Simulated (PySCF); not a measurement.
# Ionisation energy of Be by level of theory

Be [He] 2s2 (1S) → Be⁺ [He] 2s1 (2S), as a difference of total energies. Calculation: PySCF 2.14, in x2c-SVPall; scalar relativity by spin-free X2C-1e. Correlated levels: valence: 1s2 frozen. The calculations carry no spin-orbit coupling.

```
           method  ionisation energy (eV)
              UHF                   7.970
              LDA                   8.964
              PBE                   8.974
    MP2 (valence)                   8.569
SCS-MP2 (valence)                   8.689
   CCSD (valence)                   9.172
```

Errors of the correlated levels include the incompleteness of this basis and the frozen core.

With two correlated electrons CCSD is exact in that space.

The coupled-cluster amplitudes are large for Be (T1 above 0.03 or a double amplitude above 0.15), so a single reference is strained.

Question: Which method comes closest to the reference value, and which is furthest?

Answer: The reference is 9.323 eV (measured; NIST Atomic Spectra Database, ionization energies). Closest: CCSD (valence) (error -0.151 eV); furthest: UHF (error -1.353 eV).
